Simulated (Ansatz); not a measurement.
**CH4Cl (doublet): wave-function methods side by side at distance Cl1–H2 along a hydrogen transfer = 1.547 Å, cc-pVDZ**

How much of the correlation energy of CH4Cl (doublet) does each wave-function method recover here?

Method: cc-pVDZ, core rule «outside noble gas», up to 6 orbitals frozen; program: Ansatz 0.2.0, Gaussian basis.

Plan: UHF; CCSD(T) on ROHF; CCSD(T) on UHF; BCCD(T) on ROHF; CISD; CCSDT(Q) on ROHF; CCSDT(Q) on UHF; CASSCF and MRCISD+Q, 3 electrons in 3 orbitals; CASSCF and NEVPT2, 3 electrons in 3 orbitals; CASSCF and MRCISD+Q, 15 electrons in 12 orbitals; CASSCF and NEVPT2, 15 electrons in 12 orbitals.

### Step 1. The system

The geometry derives from fragments relaxed apart (PBE0/def2-TZVP) and kept rigid, so it is no stationary point. A hydrogen atom is moved between rigid fragments.

6 atoms, charge 0, spin multiplicity 2.

Atoms are counted from 1 here; the program's logs count them from 0.

Bond lengths: Cl1–H2 1.547 Å, C3–H4 1.080 Å, C3–H5 1.080 Å, C3–H6 1.080 Å. Angles: H4–C3–H5 120.0°, H4–C3–H6 120.0°, H5–C3–H6 120.0°.

### Step 2. UHF

File in.yaml:

```yaml
crystal:
  periodic: [false, false, false]
  atoms:
    - {symbol: Cl, position_ang: [-0.904403, 0.000000, 0.000000]}
    - {symbol: H, position_ang: [0.642597, 0.000000, 0.000000]}
    - {symbol: C, position_ang: [2.089597, 0.000000, 0.000000]}
    - {symbol: H, position_ang: [2.089597, -1.080023, 0.000000]}
    - {symbol: H, position_ang: [2.089597, 0.540011, 0.935327]}
    - {symbol: H, position_ang: [2.089597, 0.540012, -0.935327]}
basis:
  gaussian: {orbitals: cc-pVDZ}
magnetization: {spin_polarized: true, initial_magnetization: 1}
hamiltonian: {xc: hf}
output: {orbitals: {seedname: orbitals}}
```

Launch:

```console
$ ansatz run in.yaml --threads 1 --pin off --events-out ev --progress --plain --max-ram 4096MiB --backend cpu
```

The runs that follow: CCSD(T) on ROHF; CCSD(T) on UHF; BCCD(T) on ROHF; CISD; CCSDT(Q) on ROHF; CCSDT(Q) on UHF; CASSCF and MRCISD+Q, 3 electrons in 3 orbitals; CASSCF and NEVPT2, 3 electrons in 3 orbitals; CASSCF and MRCISD+Q, 15 electrons in 12 orbitals; CASSCF and NEVPT2, 15 electrons in 12 orbitals.

Before running them: what should the planned runs give, taken together? Wanted: UCCSDT(Q) below the RHF energy; RMP2 from UCCSDT(Q); UMP2 from UCCSDT(Q); RCCSD from UCCSDT(Q); RCCSD(T) from UCCSDT(Q); UCCSD(T) from UCCSDT(Q); RCCSDT(Q) from UCCSDT(Q); NEVPT2 pair from UCCSDT(Q); MRCISD+Q pair from UCCSDT(Q).

The runs gave:

```
                         quantity                                                                     value
   UCCSDT(Q) below the RHF energy                                                                -9.3042 eV
              RMP2 from UCCSDT(Q)                                                               +1240.2 meV
              UMP2 from UCCSDT(Q)                                                               +1277.1 meV
             RCCSD from UCCSDT(Q)                                                                +237.4 meV
          RCCSD(T) from UCCSDT(Q)                                                                 +37.6 meV
          UCCSD(T) from UCCSDT(Q)                                                                 +38.2 meV
         RCCSDT(Q) from UCCSDT(Q)                                                                  +0.6 meV
       NEVPT2 pair from UCCSDT(Q)                                                               +1136.7 meV
     MRCISD+Q pair from UCCSDT(Q)                                                                 +93.2 meV
    NEVPT2 valence from UCCSDT(Q)                                                               +1494.3 meV
levels within 1 kcal/mol (43 meV)  RCCSD(T), UCCSD(T), BCCD(T), RCCSDT, UCCSDT, RCCSDT(Q), MRCISD+Q valence
                    T1 diagnostic                                                                     0.025
   effectively unpaired electrons                                                                      1.02
```

In words: RCCSD(T) misses by +37.6 meV, 0.4 % of the correlation energy. One determinant dominates. Of the multireference levels listed MRCISD+Q valence comes nearest in total energy (+36.2 meV), which doesn't show that its space is the better one. These misses are within one basis, not against nature; the frozen cores of restricted and unrestricted runs differ, which can shift their rows.
